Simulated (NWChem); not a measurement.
A series in which one site is exchanged, each optimised at PBE0/def2-SVP with NWChem, gas phase unless a solvent is named. 

A: [Li][Cl] (LiCl; site = Cl)
B: [Li][F] (LiF; site = F)
C: [LiH] (LiH; site = H)
D: [Li][Li] (Li2; site = Li)

Values for A:

| Quantity | Result |
|---|---|
| dipole (D), PBE0/def2-SVP | 6.58 |
| highest harmonic frequency (cm⁻¹), PBE0/def2-SVP | 679 |
| vertical ionisation energy, ΔSCF, PBE/def2-SVP (eV) | 9.90 |
| lowest singlet excitation, B3LYP/def2-SVPD, TDA (eV) | 4.46 |

**Question.** How do these values change for the other members?

**Answer.** 
```tsv
change from A	B	C	D
dipole (D), PBE0/def2-SVP	-1.05	-0.95	-6.58
highest harmonic frequency (cm⁻¹), PBE0/def2-SVP	+331	+747	-349
vertical ionisation energy, ΔSCF, PBE/def2-SVP (eV)	+1.61	-1.90	-4.68
lowest singlet excitation, B3LYP/def2-SVPD, TDA (eV)	+1.08	-1.17	-2.39
```
